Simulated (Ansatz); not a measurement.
Born–Oppenheimer molecular dynamics of BClH$_{3}$N (6 atoms, charge 0, multiplicity 1). It goes on from the last frame of an earlier run, with new velocities.

Method: Ansatz, RKS PBE0-D4/def2-SVPD.

```json
{"ensemble": "NVT, Langevin thermostat", "time step": "0.5 fs", "steps asked": "100", "set temperature": "100 K", "friction": "0.05 /fs", "seed": "139509"}
```

First frame:

```xyz
6
Properties=species:S:1:pos:R:3
B 0.169 0.224 -0.067
H 0.097 -0.046 1.112
N 1.583 0.249 -0.637
H 2.113 -0.487 -0.284
H 1.700 0.350 -1.665
Cl -1.372 0.459 -0.750
```

(1) How far do the bonds stretch over the last three quarters of this one trajectory? (Pairs bonded in most of those frames.)

## Answers

(1) 
```csv
bond,mean (Å),spread (Å),shortest,longest
B1–H2,1.201,0.014,1.17,1.22
B1–N3,1.384,0.030,1.34,1.43
B1–Cl6,1.796,0.046,1.74,1.88
N3–H4,1.013,0.025,0.97,1.06
N3–H5,1.013,0.021,0.98,1.05
```

Mean temperature of the second half: 226 K. The mean temperature of the second half is 126 % above the set value. A run of 0.05 ps of so small a system gives no equilibrium averages.

Run time: 110 s on 2 threads of Arm Neoverse V1 (shared host), peak memory 0.16 GiB.
